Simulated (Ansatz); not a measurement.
Low-lying states of C5H4O

Calculated in Ansatz's Gaussian-basis code. State-averaged CASSCF with equal weights; occupations are averaged over the states; levels count from the state that is lowest in CASSCF. CASSCF levels without dynamic correlation can be off by over 1 eV. Solutions may break the symmetry of the shape. The lowest solution met needn't be the lowest there is, nor hold the orbitals that a chemist would pick.

Geometry:

```xyz
10

C     0.0167    0.0109    0.8159
C    -0.0120    1.1851   -0.0844
C    -0.0067    0.7655   -1.3483
C    -0.0077   -0.7354   -1.3376
C    -0.0195   -1.1969   -0.0871
O     0.0063   -0.0178    2.0478
H    -0.0025    2.2213    0.2922
H    -0.0025    1.3649   -2.2578
H    -0.0094   -1.3453   -2.2389
H     0.0144   -2.2354    0.2681
```

Basis cc-pVTZ, nonrelativistic, 6 orbitals frozen in the corrections; active space CAS(8,7). Averaged: 1 triplet, 1 quintet.

Give the levels in order, with their spins.



```
  state  CASSCF (eV)
triplet        0.000
quintet        6.081
```

Occupations: 2.00, 1.93, 1.45, 1.03, 0.97, 0.55, 0.08.
